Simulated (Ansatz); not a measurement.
Ansatz (a program for electronic structure) input (PBE/6-311+G**): The .json file is the Basis Set Exchange's 6-311+G**.

Ansatz 0.2 input:
```yaml
crystal:
  periodic: [false, false, false]
  atoms:
    - {symbol: O, position_ang: [-0.04634422, -0.67304699, 0.09092762]}
    - {symbol: C, position_ang: [-0.05291725, 0.73251557, -0.05466044]}
    - {symbol: C, position_ang: [1.23300486, -1.23469327, -0.09432707]}
    - {symbol: C, position_ang: [-1.42383591, 1.25019667, 0.11613972]}
    - {symbol: H, position_ang: [0.63445594, 1.19531475, 0.67585883]}
    - {symbol: H, position_ang: [0.34897909, 1.00381637, -1.05108243]}
    - {symbol: H, position_ang: [1.13647199, -2.31162275, 0.03325639]}
    - {symbol: H, position_ang: [1.62175563, -1.02638518, -1.09994825]}
    - {symbol: H, position_ang: [1.95143697, -0.85026382, 0.64168156]}
    - {symbol: H, position_ang: [-2.26251947, 0.57073731, 0.09343214]}
    - {symbol: H, position_ang: [-1.59733654, 2.31466541, 0.17646751]}
basis:
  gaussian:
    orbitals: 6-311+G__.json
hamiltonian:
  xc: {name: PBE}
magnetization: {spin_polarized: true, initial_magnetization: 1}
output: {forces: true}
```

### Question
Predict the final energy.

### Answer
-193.47449 Eh.
